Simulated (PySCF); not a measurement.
Working out the ionisation energy of S

S [Ne] 3s2 3p4 (3P) → S+ [Ne] 3s2 3p3 (4S). Computed with PySCF 2.14 in aug-cc-pCVTZ-DK (8s7p5d3f, 75 functions), with the spin-free X2C one-electron Hamiltonian (Gaussian nucleus). Frozen: nothing. Energies in hartree (1 hartree = 27.21139 eV):

```
             part    S (lower)   S+ (upper)
              UHF  -398.591009  -398.252070
MP2 opposite-spin    -0.330587    -0.305435
    MP2 same-spin    -0.120636    -0.117269
```

Problem. What does Hartree-Fock give?

Solution. (-398.252070) − (-398.591009) = 0.338939 hartree = 9.223 eV.

Problem. What do MP2 and SCS-MP2 (6/5 opposite-spin, 1/3 same-spin) give?

Solution. The opposite-spin parts differ by 0.684 eV and the same-spin parts by 0.092 eV. MP2: 9.223 + (0.684) + (0.092) = 9.999 eV. SCS-MP2: 9.223 + 1.2 × (0.684) + (0.092)/3 = 10.074 eV.

Measured between the centres of the two terms (NIST): 10.336 eV, so MP2 (all electrons) is off by -0.337 eV.

What remains against the reference includes basis incompleteness and correlation beyond second order.
